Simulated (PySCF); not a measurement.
## Computed NMR parameters against published values

Geometry:
```json
{"atom": "C1", "x (Å)": "0.673", "y (Å)": "0.824", "z (Å)": "0.061"}
{"atom": "C2", "x (Å)": "-0.707", "y (Å)": "0.794", "z (Å)": "0.045"}
{"atom": "C3", "x (Å)": "-1.306", "y (Å)": "-0.462", "z (Å)": "-0.049"}
{"atom": "N4", "x (Å)": "-0.613", "y (Å)": "-1.581", "z (Å)": "-0.120"}
{"atom": "N5", "x (Å)": "0.685", "y (Å)": "-1.553", "z (Å)": "-0.102"}
{"atom": "C6", "x (Å)": "1.328", "y (Å)": "-0.405", "z (Å)": "-0.015"}
{"atom": "H7", "x (Å)": "1.225", "y (Å)": "1.749", "z (Å)": "0.129"}
{"atom": "H8", "x (Å)": "-1.300", "y (Å)": "1.695", "z (Å)": "0.102"}
{"atom": "H9", "x (Å)": "-2.381", "y (Å)": "-0.579", "z (Å)": "-0.068"}
{"atom": "H10", "x (Å)": "2.406", "y (Å)": "-0.476", "z (Å)": "-0.006"}
```

One averaged value for each set of equivalent atoms, a single conformation, in vacuum, non-relativistic Hamiltonian. Couplings computed with B3LYP/pcJ-1 (spin–dipole term only in couplings to heteroatoms); NMR shieldings at PBE0/pcSseg-1/GIAO; geometry: GFN2-xTB; PySCF 2.14.0 with density-fitted response routines.

Reference values: measured (solution, cyclohexane; M. Witanowski et al., J. Magn. Reson. 124 (1997) 127).
```
atoms                     quantity  reference  computed  computed, scaled
N4/N5  δ ¹⁵N vs neat liquid CH3NO2       35.3         –              40.8
```

Computed shifts are σ(ref) − σ with the named reference compound (TMS for H and C) calculated as an isolated molecule at the same level. The measured values may be among those fitted. Shieldings were converted by a linear fit to measured shifts: ¹⁵N (scatter 6.3 ppm rms vs CH3NO2, solution or neat liquid). A few per cent of atoms miss by over 2 rms, more outside the fitted compound classes.

Coupling constants in Hz:
| coupling | reference | computed | source |
| --- | --- | --- | --- |
| ³J(H10,H7) | 5.0 | 5.4 | measured; liquid or solution (compiled); DeVience et al., arXiv:2103.01289 (literature column, mostly SDBS) |
| ⁴J(H10,H8) | 1.9 | 1.7 | measured; liquid or solution (compiled); DeVience et al., arXiv:2103.01289 (literature column, mostly SDBS) |
| ⁵J(H10,H9) | 1.4 | 1.3 | measured; liquid or solution (compiled); DeVience et al., arXiv:2103.01289 (literature column, mostly SDBS) |
| ³J(H7,H8) | 8.2 | 8.9 | measured; liquid or solution (compiled); DeVience et al., arXiv:2103.01289 (literature column, mostly SDBS) |

5 of the 7 published NMR values on file for this molecule are compared. The rest: values whose atom or origin is in doubt.
